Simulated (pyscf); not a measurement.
Single points on ωB97X-D3(BJ)/def2-SVP structures (PySCF, gas phase).

**Question.** Cl–AlH–Cl (SMILES [Cl][AlH][Cl]) + H₂C=CH₂ (SMILES C=C) → Cl–CH₂–CH₂–AlH–Cl (SMILES ClC[CH2][AlH][Cl])
Surface: singlet. Broken: Al–Cl. Formed: C–Cl, Al–C. Give ΔE‡ and ΔE from ωB97M-D3(BJ)/def2-TZVP, relative to the separated reactants.

**Answer.** ΔE‡ = 0.62 eV, ΔE = +0.54 eV. Zero-point energy shifts the barrier by +0.08 eV. It is an addition across a multiple bond or ene-type step, with an imaginary mode of 313i cm⁻¹. On the reactant side the descent ends in a bound adduct, 0.65 eV under the separated species and 1.11 eV under the saddle at ωB97X-D3(BJ)/def2-TZVP. What is counted as broken (Al–Cl) persists as a longer contact in the product adduct; parting that adduct is a step of its own. At ωB97X-D3(BJ) the barrier from the zero used here is 0.46 eV. The same reactants have a lower exit, to H₃C–CH₂–Al(Cl)–Cl (barrier +0.25 eV at ωB97M-D3(BJ), against +0.62 eV here). Cl–CH₂–CH₂–AlH–Cl is closed by a dative Al–Cl contact. Cl–CH₂–CH₂–AlH–Cl lies 2.04 eV over its isomer H₃C–CH₂–Al(Cl)–Cl, and others may lie lower still (electronic energy, ωB97M-D3(BJ)). One saddle was located; it need not be the lowest between these sides.
